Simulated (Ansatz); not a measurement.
Geometry optimisation, Ansatz 0.2.0, RHF/def2-SVP.

input.yaml

```yaml
crystal:
  periodic: [false, false, false]
  atoms:
    - { symbol: Si, position_ang: [-0.460658, -0.21753, -0.387766] }
    - { symbol: H, position_ang: [0.080252, 0.844649, 2.001031] }
    - { symbol: H, position_ang: [0.619928, -0.928214, 0.339538] }
    - { symbol: H, position_ang: [0.000958, 1.166666, -0.661823] }
    - { symbol: H, position_ang: [-0.642875, -0.901715, -1.694432] }
    - { symbol: Si, position_ang: [-2.396317, -0.231037, 0.794696] }
    - { symbol: H, position_ang: [-3.504809, -0.781093, -0.027796] }
    - { symbol: H, position_ang: [-2.270738, -1.065271, 2.015984] }
    - { symbol: H, position_ang: [-2.772907, 1.144386, 1.203451] }
    - { symbol: H, position_ang: [-0.549734, 0.969161, 2.304517] }
basis:
  gaussian: { orbitals: def2-SVP }
hamiltonian:
  xc: hf
relax:
  f_tol: 0.03
  max_steps: 50
```

Run as:

```bash
$ ansatz run input.yaml --threads 1 --pin off --max-ram 2048MiB --backend cpu --events-out ev --progress --plain --runs-dir out
```

Where does it end, and by what steps?

The run converged. The force dipped under the threshold on the way, but the program's further checks kept it going. After 18 steps the energy has fallen by 0.316 eV; H10 moved furthest, 1.58 Å.

| step | energy less start (eV) | largest force component (eV/Å) | accepted |
| --- | --- | --- | --- |
| 0 | 0.0000 | 1.435 | yes |
| 1 | -0.2013 | 0.155 | yes |
| 2 | -0.2488 | 0.137 | yes |
| 3 | -0.2692 | 0.111 | yes |
| 4 | -0.2754 | 0.088 | yes |
| 5 | -0.2799 | 0.050 | yes |
| 6 | -0.2821 | 0.029 | yes |
| 7 | -0.2844 | 0.061 | yes |
| 8 | -0.2880 | 0.079 | yes |
| 9 | -0.2910 | 0.163 | yes |
| 10 | -0.2973 | 0.138 | yes |
| 11 | -0.2949 | 0.267 | no |
| 12 | -0.3025 | 0.305 | yes |
| 13 | -0.3132 | 0.008 | yes |
| 14 | -0.3107 | 0.166 | no |
| 15 | -0.3153 | 0.051 | yes |
| 16 | -0.3143 | 0.087 | no |
| 17 | -0.3161 | 0.031 | yes |
| 18 | -0.3163 | 0.025 | yes |

```xyz
10
Properties=species:S:1:pos:R:3
Si -0.600 -0.393 -0.721
H 0.814 1.445 3.250
H 0.565 -0.496 0.193
H -0.488 0.864 -1.502
H -0.576 -1.543 -1.659
Si -2.621 -0.410 0.516
H -3.786 -0.335 -0.402
H -2.721 -1.656 1.316
H -2.660 0.755 1.435
H 0.175 1.768 3.460
```

Whether the end is a true minimum wasn't checked by a vibrational analysis.

Time of the run: 14 s on 1 thread of Intel(R) Xeon(R) Platinum 8488C (Sapphire Rapids), on a shared host, peak memory 0.17 GiB.
